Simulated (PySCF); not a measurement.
**FSN: from structure and modes to constants**

All numbers come from PBE0 in PySCF with S def2-TZVP, N def2-TZVP, F def2-TZVP; no relativity; density-fitted integrals.

The singlet minimum has Cs symmetry. Masses (u): S 31.97207, N 14.00307, F 18.99840.

```xyz
3
charge 0 multiplicity 1, angstrom
S    -0.0678    0.3985   -0.1772
N     0.0750   -0.4407   -1.3335
F     0.0588   -0.3459    1.2811
```

Harmonic wavenumbers (cm⁻¹): 391.5 (a', ×1), 684.7 (a', ×1), 1446.6 (a', ×1).

Find the principal moments of inertia and the rotational constants. What kind of rotor is it?

About the centre of mass I = 10.231, 57.213, 67.444 u Å². With B = 16.8576/I this gives 1.648, 0.2946, 0.25 cm⁻¹. The molecule is an asymmetric top with κ = -0.94.

What is the harmonic zero-point energy?

Half the sum of all 3 wavenumbers, 2523/2 = 1261 cm⁻¹, which is 15.1 kJ/mol (1 cm⁻¹ = 0.0119627 kJ/mol).

Give the standard entropy (298.15 K, 1 bar) by its translational, rotational, vibrational and spin parts, and Cp.

Sackur–Tetrode with M = 64.97 u gives 160.9; rotation with symmetry number 1 gives 92.5; vibration 5.6; spin R ln 1 = 0.0. The total is 259.0 J/(mol K), and Cp = 4 R + 10.2 = 43.5 J/(mol K).

Other isomers or separated fragments may lie lower.
